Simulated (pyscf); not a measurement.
Cl–CH₂–Cl + F–C:–F [singlet] → F–CH(F)–CH(Cl)–Cl, an insertion (singlet surface; C–H broken, C–C, C–H formed). Single points on ωB97X-D3(BJ)/def2-SVP structures (PySCF, gas phase). Energies in kJ/mol from the separated reactants.

Small-basis levels: PySCF, no dispersion term, spherical d functions. AM1 to PM7: differences of heats of formation from MOPAC. Cost: rough CPU time at the saddle relative to B3LYP/6-31G*, from one job on a shared machine.

| level | barrier | reaction energy | cost |
|---|---|---|---|
| HF/STO-3G | 294.1 | -218.8 | 0.04 |
| HF/3-21G | 253.0 | -230.5 | 0.06 |
| HF/6-31G* | 265.8 | -216.3 | 0.1 |
| MP2/6-31G* | 146.9 | -263.1 | 0.1 |
| SVWN5/6-31G* | 36.4 | -311.0 | 0.9 |
| BP86/6-31G* | 95.9 | -236.2 | 1 |
| B3LYP/3-21G | 123.6 | -258.9 | 0.7 |
| B3LYP/LANL2DZ | 122.8 | -271.6 | 0.7 |
| B3LYP/6-311+G** | 129.1 | -230.2 | 2 |
| B3LYP/def2-SVP | 114.5 | -249.1 | 1 |
| AM1 | 153.0 | -120.9 | under 0.02 |
| PM7 | 212.5 | -124.1 | under 0.02 |
| ωB97M-D3(BJ)/def2-TZVP | 149.5 | -232.4 | – |

Against the last row the barrier runs from -113.1 (SVWN5/6-31G*) to +144.7 kJ/mol (HF/STO-3G). ωB97M-D3(BJ)/def2-TZVP has limits of its own. From the product side, F–CH(F)–CH•–Cl + Cl• lies, by one bond made or cut, 49.3 kJ/mol under this saddle at ωB97M-D3(BJ). One saddle was located; it need not be the lowest between these sides. A restricted solution here is unstable towards spin polarisation, so biradical character is likely and single-reference numbers are less safe.
